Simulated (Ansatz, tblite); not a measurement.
**The cluster Ti2S: rung by rung**

Aim: run the singlet of the cluster Ti2S at one geometry on many levels, and compare frontier levels, spin and run time.

The runs use Ansatz 0.2.0, Gaussian basis; as each input shows.

Levels to be run: GFN1-xTB, GFN2-xTB, PBE-D4/def2-TZVP, r2SCAN-D4/def2-TZVP, LC-ωPBE/def2-TZVP, PBE-QIDH/def2-TZVP, HF/def2-TZVP, B3LYP-D4/def2-TZVP, HSE06-D4/def2-TZVP, PBE-D4/def2-SVP, PBE0-D4/def2-SVP, HF/6-31G, B3LYP-D4/6-31G, PBE0-D4/def2-TZVPD, PBE-D4/def2-TZVPD, r2SCAN-D4/def2-TZVPD, CCSD(T)/def2-TZVPP, MP2/def2-TZVP, RPA/def2-TZVP, CCSD(T)/def2-TZVPD.

1 further run of the same task is left out (set aside as unsound or not needed). Runs told in other sessions of the task aren't counted.

## 1. The structure

The geometry is that of the singlet, from an earlier relaxation (PBE-D4/def2-TZVP). At that level it is the lowest of the isomers that a small search found.

3 atoms, charge 0, spin multiplicity 1.

Bond lengths: Ti1–S3 2.272 Å, Ti2–S3 2.272 Å. Angles: Ti1–S3–Ti2 55.0°.

No spin-orbit coupling is included.

PBE0-D4/def2-TZVP was run before; its log isn't repeated, and its numbers join the tables.

## 2. GFN1-xTB

Tight binding, by tblite at 300 K electronic temperature and without a spin-polarisation term:

```python
tblite.interface.Calculator('GFN1-xTB', numbers, positions, charge=0, uhf=0).singlepoint()
```

Energy -167.9009 eV, HOMO -9.79 eV, LUMO -9.66 eV; 0.004 s.

## 3. GFN2-xTB

Tight binding, by tblite at 300 K electronic temperature and without a spin-polarisation term:

```python
tblite.interface.Calculator('GFN2-xTB', numbers, positions, charge=0, uhf=0).singlepoint()
```

Energy -166.6314 eV, HOMO -7.92 eV, LUMO -7.85 eV; 0.003 s.

## 4. PBE-D4/def2-TZVP

start.molden holds the orbitals of an earlier run on this state, given as this run's starting guess.

Input file in.yaml:

```yaml
crystal:
  periodic: [false, false, false]
  atoms:
    - {symbol: Ti, position_ang: [-0.647639, -0.893638, -0.577011]}
    - {symbol: Ti, position_ang: [0.677069, 0.722533, -0.755186]}
    - {symbol: S, position_ang: [-0.029430, 0.171094, 1.332187]}
basis:
  gaussian: {orbitals: def2-TZVP, initial_orbitals: start.molden}
hamiltonian: {xc: pbe, dispersion: d4}
scf: {omitted_lower_state_checks: [starts]}
output: {orbitals: {seedname: orbitals}}
```

Launch:

```bash
ansatz run in.yaml --threads 4 --pin off --events-out ev --progress --plain --max-ram 3916MiB
```

Further steps of the session: r2SCAN-D4/def2-TZVP; LC-ωPBE/def2-TZVP; PBE-QIDH/def2-TZVP; HF/def2-TZVP; B3LYP-D4/def2-TZVP; HSE06-D4/def2-TZVP; PBE-D4/def2-SVP; PBE0-D4/def2-SVP; HF/6-31G; B3LYP-D4/6-31G; PBE0-D4/def2-TZVPD; PBE-D4/def2-TZVPD; r2SCAN-D4/def2-TZVPD; CCSD(T)/def2-TZVPP; MP2/def2-TZVP; RPA/def2-TZVP; CCSD(T)/def2-TZVPD.

**Question.** What will the summary of the whole plan be? Wanted: gap in def2-TZVP, named functionals and Hartree-Fock, smallest and largest; correlation energy, CCSD(T)/def2-TZVPP; correlation energy, MP2/def2-TZVP; correlation energy, CCSD(T)/def2-TZVPD; binding an atom, functionals in def2-TZVP; PBE0 total energy, smallest basis above largest.

As calculated:

```
                                                                  quantity                                 value
gap in def2-TZVP, named functionals and Hartree-Fock, smallest and largest   0.28 eV (PBE-D4), 6.62 eV (LC-ωPBE)
                                    correlation energy, CCSD(T)/def2-TZVPP                             -31.40 eV
                                         correlation energy, MP2/def2-TZVP                             -22.68 eV
                                    correlation energy, CCSD(T)/def2-TZVPD                             -28.41 eV
                                 binding an atom, functionals in def2-TZVP  2.07 (LC-ωPBE) to 2.39 eV (HSE06-D4)
                           PBE0 total energy, smallest basis above largest        9.89 eV (def2-SVP, def2-TZVPD)
```

Orbital gaps of the named functionals and Hartree-Fock in def2-TZVP span 0.28 eV (PBE-D4) to 6.62 eV (LC-ωPBE); exact exchange widens it. Notes on CCSD(T)/def2-TZVPP: large T1 diagnostic, state flagged by the program.
